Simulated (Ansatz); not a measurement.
All values below come from PBE-D3(BJ)/def2-TZVP (Ansatz, an electronic-structure program). No frequencies were computed at this level.

Ansatz 0.2 input:
```yaml
crystal:
  periodic: [false, false, false]
  atoms:
    - { symbol: C, position_ang: [0.567867, -0.000003, -0.000002] }
    - { symbol: N, position_ang: [-0.567867, 0.000003, 0.000002] }
basis:
  gaussian: { orbitals: def2-tzvp }
hamiltonian:
  xc: pbe
  dispersion: d3bj
relax:
  max_steps: 150
magnetization:
  spin_polarized: true
  initial_magnetization: 1
```

Output:

```
Functional definition: PBE
335 factors; their error is unknown
mean field evaluation 1: about -2515.1685 eV, gradient 3.8e1 eV
mean field evaluation 2: about -2471.3100 eV, gradient 9.5e1 eV
mean field evaluation 4: about -2520.7621 eV, gradient 4.2e0 eV
mean field evaluation 8: about -2520.8459 eV, gradient 9.6e-2 eV
mean field evaluation 16: about -2520.8460 eV, gradient 4.2e-5 eV
mean field -2520.84596695 eV, -92.6393805946 hartree, gradient 4.2e-5 eV, S^2 0.755576; 3 other end points of the search recorded, 0 dependent functions left out
reference -2520.84599055 eV, -92.6393814618 hartree; 7, 6 occupied and 55, 56 virtual orbitals, 335 factors
relax step   1: F+E_penalty+E_count = -2520.86063177 eV  Δ(F+E_penalty+E_count) = +0.000e0 eV  max|allowed force component| = 4.595e0 eV/Å  Δτ_max = 0.0000 Å  (76 SCF iters, accepted)
these checks for a lower state are left out or cut short: starts, cluster_reference, orbital_swaps, neighbouring_geometries, increment
335 factors; their error is unknown
mean field evaluation 32: about -2520.9063 eV, gradient 2.8e0 eV
mean field -2520.93119349 eV, -92.6425126121 hartree, gradient 8.2e-6 eV, S^2 0.755759; 0 other end points of the search recorded, 0 dependent functions left out
reference -2520.93121701 eV, -92.6425134764 hartree; 7, 6 occupied and 55, 56 virtual orbitals, 335 factors
relax step   2: F+E_penalty+E_count = -2520.94585554 eV  Δ(F+E_penalty+E_count) = -8.522e-2 eV  max|allowed force component| = 7.577e-2 eV/Å  Δτ_max = 0.0190 Å  (33 SCF iters, accepted)
these checks for a lower state are left out or cut short: starts, cluster_reference, orbital_swaps, neighbouring_geometries, increment
335 factors; their error is unknown
mean field -2520.93122083 eV, -92.6425136168 hartree, gradient 7.6e-5 eV, S^2 0.755763; 0 other end points of the search recorded, 0 dependent functions left out
reference -2520.93124434 eV, -92.6425144810 hartree; 7, 6 occupied and 55, 56 virtual orbitals, 335 factors
relax step   3: F+E_penalty+E_count = -2520.94588282 eV  Δ(F+E_penalty+E_count) = -2.729e-5 eV  max|allowed force component| = 6.162e-3 eV/Å  Δτ_max = 0.0003 Å  (23 SCF iters, accepted)
335 factors; their error is unknown
mean field evaluation 64: about -2518.6403 eV, gradient 1.3e1 eV
mean field -2520.93122083 eV, -92.6425136168 hartree, gradient 7.6e-5 eV, S^2 0.755763; 6 other end points of the search recorded, 0 dependent functions left out
reference -2520.93124434 eV, -92.6425144810 hartree; 7, 6 occupied and 55, 56 virtual orbitals, 335 factors
Total energy: -2520.94590634 eV, -92.6430532996 hartree
Atom 0 at     0.587205    -0.000003    -0.000002 Å, force     0.006162    -0.000000    -0.000000 eV/Å
Atom 1 at    -0.587205     0.000003     0.000002 Å, force    -0.006162     0.000000     0.000000 eV/Å
Dipole moment:     0.235162    -0.000001    -0.000001 e Å
```

Cost: very roughly 4 core-seconds.
